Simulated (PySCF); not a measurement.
Molecule: SMILES CP(C)(C)=S, C₃H₉PS.

Atom-mapped SMILES (the numbers label the heavy atoms): `[CH3:1][P:2]([CH3:3])([CH3:4])=[S:5]`; H(Xn) means a hydrogen on atom n.

Geometry PBE0-D3(BJ)/def2-SVP throughout; GIAO in PySCF, gas phase, one conformer, non-relativistic; equivalent atoms averaged; basis pcSseg-1.

Task: How do the shifts δ (against TMS, H3PO4, CS2 at the same level) depend on the functional? (ppm; last column core-seconds on 1 thread of an Arm Neoverse V1, shared host)

Result: 
| functional | kind | C1/C3/C4 | P2 | S5 | H(C1)/H(C3)/H(C4) | core-s |
| --- | --- | --- | --- | --- | --- | --- |
| WP04 | global hybrid | 24.7 | 29.9 | -213.3 | 1.37 | 12 |
| B97-2 | global hybrid | 25.0 | 6.8 | -220.5 | 1.40 | 11 |
| BHandHLYP | global hybrid | 24.6 | 13.0 | -236.8 | 1.34 | 11 |
| CAM-B3LYP | range-separated hybrid | 25.8 | 9.1 | -218.7 | 1.35 | 16 |
| wB97X-D | range-separated hybrid | 25.7 | 5.4 | -221.7 | 1.35 | 16 |
| LC-wPBE | range-separated hybrid | 24.6 | -4.9 | -244.5 | 1.32 | 23 |

Task: Which nucleus moves most, in ppm?

Result: P2 (phosphorus bonded to 3 C, S): from -4.9 ppm with LC-wPBE to 29.9 ppm with WP04. The smallest spread is 0.08 ppm, at H(C1)/H(C3)/H(C4). Proton shifts span only some 12 ppm, so a few tenths of a ppm matter as much there as several ppm in carbon.
